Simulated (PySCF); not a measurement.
Gas-phase thermal properties of BF2

Energies from PySCF (xtb for GFN2), thermal terms from the rigid-rotor harmonic-oscillator model, ideal gas at 1 bar. The comparison is the NASA 1993 polynomial table, which mixes measured and estimated data. 6-31G* has spherical d functions here. Open shells (unrestricted): BF2 (multiplicity 2). GFN2 has no spin-polarisation term. B3LYP is the form with VWN-RPA correlation. The harmonic model lacks anharmonicity and excited electronic states, which grow with temperature; levels with a mode under 35 cm⁻¹ are left out. The table's entry may be an old estimate for BF2 (not checked at source).

```tsv
level	point group	σ	ZPE (kJ/mol)	S°298 (J/mol/K)	Cp298 (J/mol/K)	S°1000 (J/mol/K)	H1000 − H298 (kJ/mol)
table	-	-	-	247.2	40.6	305.5	34.9
B3LYP/6-31G*	C2v	2	18.8	246.7	39.6	303.5	34.0
GFN2-xTB	C2v	2	17.5	247.6	40.3	305.3	34.5
HF/6-31G*	C2v	2	19.8	246.1	39.0	302.2	33.5
PBE/def2-SVP	C2v	2	18.3	246.9	39.8	304.0	34.2
PBE0/def2-TZVP	C2v	2	18.8	246.5	39.6	303.3	34.0
```
σ: rotational symmetry number. Electronic degeneracy used: 2. Frequencies are unscaled.
